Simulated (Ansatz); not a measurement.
# CH3ClF: the cost of one run

Method: RKS B3LYP-D4/def2-TZVPD; program: Ansatz 0.2.0.

**1. The starting structure**

6 atoms, charge -1, spin multiplicity 1.

Atoms are counted from 1 here; the program's logs count them from 0.

Bond lengths: C2–Cl3 1.842 Å, C2–H4 1.166 Å, C2–H5 1.106 Å, C2–H6 1.106 Å. Angles: Cl3–C2–H4 112.7°, Cl3–C2–H5 105.6°, Cl3–C2–H6 105.6°, H4–C2–H5 111.6°, H4–C2–H6 111.6°, H5–C2–H6 109.5°.

Geometry (Å):

```xyz
6

F     0.2904   -0.5561   -2.2469
C    -0.1672    0.1261    0.3337
Cl    1.1689   -0.0898    1.5824
H     0.1599   -0.2048   -0.7360
H    -0.4325    1.1998    0.3640
H    -1.0196   -0.4753    0.7026
```

This geometry comes from a loose relaxation at PBE in a small basis, which is not shown.

**5. Setting up the map**

First coordinate, separation of H4 and F1 along their line in the relaxed pair: 11 values from 1.384 to 3.384 Å. Second coordinate, sideways slip of F1: 11 values from −3.0 Å.

Nothing else is relaxed (both partners rigid). Energies count from the ion and the molecule far apart, frozen as in the relaxed pair, each in its own basis (no counterpoise correction). Points are written as (first, second).

(The set-up runs are not shown.)

**6. Point (1.595 Å, 0.0 Å)**

Contents of input.yaml:

```yaml
crystal:
  periodic: [false, false, false]
  atoms:
    - { symbol: F, position_ang: [0.270485, -0.547481, -2.238932] }
    - { symbol: C, position_ang: [-0.168186, 0.127079, 0.337025] }
    - { symbol: Cl, position_ang: [1.155683, -0.083276, 1.591683] }
    - { symbol: H, position_ang: [0.17195, -0.198895, -0.685611] }
    - { symbol: H, position_ang: [-0.426812, 1.183849, 0.356553] }
    - { symbol: H, position_ang: [-1.006406, -0.469753, 0.690877] }
total_charge: -1
basis:
  gaussian: { orbitals: def2-TZVPD }
hamiltonian:
  xc: { name: B3LYP }
  dispersion: d4
output:
  forces: true
```

Command:

```
$ ansatz run input.yaml --threads 1 --pin off --max-ram 2560MiB --backend cpu --events-out ev --progress --plain --runs-dir out
```

Q: Estimate wall time and peak memory on 1 thread of Arm Neoverse V1, shared host.

About 4.2 s, with a peak of 0.23 GiB.
